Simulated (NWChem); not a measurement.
# One shape, several levels: SF4 (sulfur tetrafluoride)

Wanted: a comparison of 3 runs (PBE/6-311+G**, r2SCAN/6-311+G**, revPBE/6-311+G**) of SF4 (sulfur tetrafluoride). 

The calculation is run with NWChem 7.3.0.

### 1 The system as given

SF4 has 5 atoms, charge 0, and is taken as a singlet. As SMILES, `FS(F)(F)F`. The coordinates come from a PBE0-D4/def2-TZVP relaxation.

Bond lengths: F1–S2 1.553 Å, S2–F3 1.649 Å, S2–F4 1.649 Å, S2–F5 1.553 Å. Angles: F1–S2–F3 87.6°, F1–S2–F4 87.6°, F1–S2–F5 101.3°, F3–S2–F4 172.5°, F3–S2–F5 87.6°, F4–S2–F5 87.6°.

### 2 Energy and forces at PBE/6-311+G(d,p) (run 1)

The input, f4s.xyz:

```xyz
5

F     -0.561200    -0.228000     1.172800
S      0.064000    -0.357400    -0.243000
F      1.536700    -0.462000     0.491400
F     -1.440100    -0.077300    -0.858200
F      0.400600     1.124600    -0.563100
```

The input, run.py:

```python
from ase.io import read
from ase.calculators.nwchem import NWChem

system = read('f4s.xyz')

calc = NWChem(
    label='f4s',
    theory='dft',
    memory='2200 mb',
    basis='6-311+G**',
    basispar='spherical bse',
    dft={'xc': 'xpbe96 cpbe96', 'mult': '1', 'grid': 'fine', 'convergence': 'energy 1e-08', 'iterations': '100', 'mulliken': None, 'print': 'low'},
)
system.calc = calc

forces = system.get_forces()
print(f"energy = {system.get_potential_energy():.6f} eV")
print("forces (eV/A):")
for s, f in zip(system.symbols, forces):
    print(f"{s:2s} {f[0]:10.5f} {f[1]:10.5f} {f[2]:10.5f}")
```

Launch:

```console
$ export ASE_NWCHEM_COMMAND="nwchem PREFIX.nwi > PREFIX.nwo"
$ python run.py
```

The program printed:

```text
energy = -21689.665780 eV
forces (eV/A):
F    -0.97553    0.12768    2.18873
S     0.41539   -2.32484   -1.58143
F     1.75509   -0.26179    0.76876
F    -1.74203    0.18980   -0.81699
F     0.54708    2.26915   -0.55906
```

The calculator wrote f4s.nwi:

```
title "f4s"

permanent_dir f4s

scratch_dir f4s

start f4s

geometry units angstrom nocenter noautosym noautoz
  F  -5.6120000000000003e-01 -2.2800000000000001e-01 1.1728000000000001e+00
  S  6.4000000000000001e-02 -3.5740000000000000e-01 -2.4299999999999999e-01
  F  1.5367000000000000e+00 -4.6200000000000002e-01 4.9140000000000000e-01
  F  -1.4400999999999999e+00 -7.7299999999999994e-02 -8.5819999999999996e-01
  F  4.0060000000000001e-01 1.1246000000000000e+00 -5.6310000000000004e-01
end

memory 2200 mb

basis spherical bse noprint
   * library 6-311+G**
end

dft
  xc xpbe96 cpbe96
  mult 1
  grid fine
  convergence energy 1e-08
  iterations 100
  mulliken
  print low
end

task dft gradient
```

f4s.nwo:

```text
Northwest Computational Chemistry Package (NWChem) 7.3.0
             --------------------------------------------------------

           Job information
           ---------------

    nwchem branch   = 7.3.0
    use scalapack   = T
    input           = f4s.nwi
    prefix          = f4s.
    data base       = f4s/f4s.db
    status          = startup
    nproc           =        1

           Memory information
           ------------------

    heap     =     72089600 doubles =      550.0 Mbytes
    stack    =     72089597 doubles =      550.0 Mbytes
    global   =    144179200 doubles =     1100.0 Mbytes (distinct from heap & stack)
    total    =    288358397 doubles =     2200.0 Mbytes
    verify   = yes
    hardfail = no

[... 36 lines left out ...]
            Nuclear Dipole moment (a.u.)
[... 70 lines left out ...]
   convergence    iter        energy       DeltaE   RMS-Dens  Diis-err    time
[... 14 lines left out ...]
         Total DFT energy =     -797.080522122381
      One electron energy =    -1699.432825539647
           Coulomb energy =      670.713733035126
    Exchange-Corr. energy =      -67.080490195312
 Nuclear repulsion energy =      298.719060577453
[... 29 lines left out ...]
                         DFT ENERGY GRADIENTS

    atom               coordinates                        gradient
                 x          y          z           x          y          z
   1 F      -1.060514  -0.430858   2.216271    0.018971  -0.002483  -0.042564
   2 S       0.120942  -0.675388  -0.459203   -0.008078   0.045211   0.030754
   3 F       2.903942  -0.873053   0.928611   -0.034131   0.005091  -0.014950
   4 F      -2.721394  -0.146076  -1.621763    0.033877  -0.003691   0.015888
   5 F       0.757024   2.125186  -1.064105   -0.010639  -0.044128   0.010872

 Task  times  cpu:       13.9s     wall:       13.9s
 Total times  cpu:       13.9s     wall:       13.9s
```

Wall time 15 s (1 thread of AMD EPYC 9R45 (Zen 5), shared host); peak memory 0.13 GiB.

### 3 Energy and forces at r2SCAN/6-311+G(d,p) (run 2)

The input, sp.nw:

```
start sp
title "F4S"
memory stack 880 mb heap 220 mb global 1100 mb
geometry noautosym nocenter noautoz
   F     -0.561200    -0.228000     1.172800
   S      0.064000    -0.357400    -0.243000
   F      1.536700    -0.462000     0.491400
   F     -1.440100    -0.077300    -0.858200
   F      0.400600     1.124600    -0.563100
end
basis "ao basis" spherical bse
   F library 6-311+G**
   S library 6-311+G**
end
dft
   xc r2scan
   grid fine
   convergence energy 1e-08
   maxiter 100
   mulliken
end
task dft gradient
```

Launch:

```console
$ nwchem sp.nw > sp.out
```

The program printed:

```text
[...]
          Wavefunction type:  closed shell.
          No. of atoms     :     5
          No. of electrons :    52
[...]
          Charge           :     0
          Spin multiplicity:     1
[...]
          AO basis - number of functions:   118
[...]
              XC Information
              --------------
                      r^2SCAN Method XC Functional
               r^2SCAN metaGGA Exchange Functional  1.000
                     r^2SCAN Correlation Potential  1.000
[...]
 d= 0,ls=0.0,diis     1   -797.1780818361 -1.10D+03  2.37D-02  2.91D+00     1.5
[...]
 d= 0,ls=0.0,diis    10   -797.4225645562 -4.05D-09  2.86D-07  1.10D-09    11.5
         Total DFT energy =     -797.422564556152
      One electron energy =    -1699.578763135897
           Coulomb energy =      670.907979138425
    Exchange-Corr. energy =      -67.470841136134
 Nuclear repulsion energy =      298.719060577453
[...]
      Total Density - Mulliken Population Analysis
     ---------------------------------------------
    Atom       Charge   Shell Charges
 -----------   ------   -------------------------------------------------------
    1 F    9     9.15   1.08  0.92  1.16  1.10  2.36  0.90  1.68 -0.08  0.02  0.01
    2 S   16    15.34   0.78  1.19  0.95  1.04  1.20  0.85  1.85  4.03  0.86  1.75  0.29  0.07  0.03  0.46
    3 F    9     9.18   1.08  0.92  1.16  1.09  2.35  0.93  1.78 -0.17  0.03  0.00
    4 F    9     9.18   1.08  0.92  1.16  1.09  2.35  0.93  1.78 -0.17  0.03  0.00
    5 F    9     9.15   1.08  0.92  1.16  1.10  2.36  0.90  1.68 -0.08  0.02  0.01
[...]
  wavefunction    = closed shell
                         DFT ENERGY GRADIENTS
    atom               coordinates                        gradient
                 x          y          z           x          y          z
   1 F      -1.060514  -0.430858   2.216271    0.012801  -0.002112  -0.028849
   2 S       0.120942  -0.675388  -0.459203   -0.006105   0.034178   0.023252
   3 F       2.903942  -0.873053   0.928611   -0.024132   0.002126  -0.011720
   4 F      -2.721394  -0.146076  -1.621763    0.024493  -0.004150   0.010330
   5 F       0.757024   2.125186  -1.064105   -0.007058  -0.030042   0.006988
[...]
```

Wall time 15 s (1 thread of AMD EPYC 9R45 (Zen 5), shared host); peak memory 0.13 GiB.

### 4 Energy and forces at revPBE/6-311+G(d,p) (run 3)

The input, mymol.nw:

```
START mymol
TITLE "F4S"
memory total 2200 mb

GEOMETRY units au noautosym nocenter noautoz
  F  -1.06051430 -0.43085756  2.21627080
  S   0.12094247 -0.67538812 -0.45920345
  F   2.90394214 -0.87305347  0.92861142
  F  -2.72139459 -0.14607583 -1.62176296
  F   0.75702429  2.12518600 -1.06410478
END

BASIS spherical bse
  * library 6-311+G**
END

DFT
  xc revpbe cpbe96
  mult 1
  grid fine
  convergence energy 1e-08
  iterations 100
  mulliken
END

TASK dft gradient
```

Launch:

```console
$ nwchem mymol.nw > mymol.out
```

The program printed:

```text
[...]
          Wavefunction type:  closed shell.
          No. of atoms     :     5
          No. of electrons :    52
[...]
          Charge           :     0
          Spin multiplicity:     1
[...]
          AO basis - number of functions:   118
[...]
              XC Information
              --------------
                        RevPBE Exchange Functional  1.000
            Perdew 1991 LDA Correlation Functional  1.000 local
           PerdewBurkeErnz. Correlation Functional  1.000 non-local
[...]
 d= 0,ls=0.0,diis     1   -797.1286459777 -1.10D+03  2.69D-02  3.50D+00     1.4
[...]
 d= 0,ls=0.0,diis    11   -797.4018433967 -4.66D-10  1.97D-07  1.73D-09    11.4
         Total DFT energy =     -797.401843396733
      One electron energy =    -1699.486178373129
           Coulomb energy =      670.786243681185
    Exchange-Corr. energy =      -67.420947589777
 Nuclear repulsion energy =      298.719038884988
[...]
      Total Density - Mulliken Population Analysis
     ---------------------------------------------
    Atom       Charge   Shell Charges
 -----------   ------   -------------------------------------------------------
    1 F    9     9.14   1.08  0.91  1.17  1.10  2.35  0.90  1.66 -0.09  0.05  0.01
    2 S   16    15.40   0.78  1.19  0.94  1.05  1.23  0.82  1.85  4.02  0.88  1.77  0.30  0.08  0.03  0.47
    3 F    9     9.16   1.08  0.91  1.17  1.09  2.33  0.93  1.76 -0.18  0.06  0.00
    4 F    9     9.16   1.08  0.91  1.17  1.09  2.33  0.93  1.76 -0.18  0.06  0.00
    5 F    9     9.14   1.08  0.91  1.17  1.10  2.35  0.90  1.66 -0.09  0.05  0.01
[...]
  wavefunction    = closed shell
                         DFT ENERGY GRADIENTS
    atom               coordinates                        gradient
                 x          y          z           x          y          z
   1 F      -1.060514  -0.430858   2.216271    0.020897  -0.002372  -0.046781
   2 S       0.120942  -0.675388  -0.459203   -0.008632   0.048303   0.032857
   3 F       2.903942  -0.873053   0.928611   -0.037978   0.006105  -0.016291
   4 F      -2.721395  -0.146076  -1.621763    0.037534  -0.003646   0.017948
   5 F       0.757024   2.125186  -1.064105   -0.011822  -0.048389   0.012267
[...]
```

It took 14 s on 1 thread of AMD EPYC 9R45 (Zen 5), shared host; peak memory 0.13 GiB.

### 5 All runs side by side

```csv
run,level,energy (Eh),largest force (eV/Å),wall time
1,PBE/6-311+G**,-797.080522,2.842,15 s
2,r2SCAN/6-311+G**,-797.422565,2.149,15 s
3,revPBE/6-311+G**,-797.401843,3.037,14 s
```

### 6 Summary of results

| quantity | value |
| --- | --- |
| run 3: total energy | -797.40184 Eh |
| run 3: dipole moment | 0.77 D |
| run 3: HOMO energy | -8.49 eV |
| run 3: LUMO energy | -3.29 eV |
| run 3: HOMO–LUMO gap | 5.20 eV |
| run 3: largest force on an atom | 3.037 eV/Å |

In words: Totals of different functionals can't be ranked against each other. All runs together took 44 s, the longest 15 s.
